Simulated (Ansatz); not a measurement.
Two structures of SiH$_{5}$, doublet, reached by relaxing down either side of one saddle point (PBE0-D4/def2-TZVP). Energies are electronic, without zero-point energy. Ansatz 0.2.0; basis: def2-TZVPP and def2-QZVPP; cores frozen in the correlated methods; orbitals are unrestricted. Extrapolation: Hartree–Fock as exp(−7.88 √X), correlation as X^−2.97. First:

```xyz
6
angstrom
H 1.1128 -0.2791 -2.1231
H 1.4576 -0.3653 -2.7804
Si -0.4879 0.1220 0.9300
H -1.7370 -0.6817 0.8921
H -0.7816 1.5691 1.0945
H 0.4359 -0.3651 1.9869
```

Second:

```json
{"atom": "H1", "x (Å)": "0.3390", "y (Å)": "-0.0841", "z (Å)": "-0.6448"}
{"atom": "H2", "x (Å)": "1.7306", "y (Å)": "-0.4360", "z (Å)": "-3.3062"}
{"atom": "Si3", "x (Å)": "-0.3461", "y (Å)": "0.0872", "z (Å)": "0.6612"}
{"atom": "H4", "x (Å)": "-1.6040", "y (Å)": "-0.7016", "z (Å)": "0.6676"}
{"atom": "H5", "x (Å)": "-0.6613", "y (Å)": "1.5230", "z (Å)": "0.8702"}
{"atom": "H6", "x (Å)": "0.5417", "y (Å)": "-0.3884", "z (Å)": "1.7520"}
```

Q: Which bonds change from the first to the second?

A: SiH₃ + H₂ → SiH₄ + H; bonds formed: H1–Si3; bonds broken: H1–H2.

Q: Give the saddle point's structure and its height above each. (Judge from chemistry; the value comes from the calculation.)

A: The calculation gives: 73.2 kJ/mol above the first and 19.5 kJ/mol above the second (CCSD(T) at an estimated basis limit (MP2 extrapolated from triple and quadruple zeta, plus CCSD(T) − MP2 in triple zeta)).
```tsv
atom	x (Å)	y (Å)	z (Å)
H1	0.4845	-0.1215	-0.9242
H2	1.0964	-0.2756	-2.0933
Si3	-0.2290	0.0576	0.4372
H4	-1.4841	-0.7358	0.4300
H5	-0.5376	1.4968	0.6326
H6	0.6698	-0.4215	1.5177
```

No T1 diagnostic of these runs exceeds 0.015. ⟨S²⟩ of the unrestricted Hartree–Fock references: 0.75 to 0.76 (a pure state has 0.75). The start structure is not quite a true minimum (one mode of 27i cm⁻¹).

Radical steps of this kind take place in plasma deposition and etching.

For scale, one of the runs: CCSD(T)/def2-TZVPP, 112 basis functions (an equivalent command: `ansatz run in.yaml --threads 2`). The run took 4.6 s on 2 CPU threads (shared host), with 0.8 GiB of host memory at its peak.
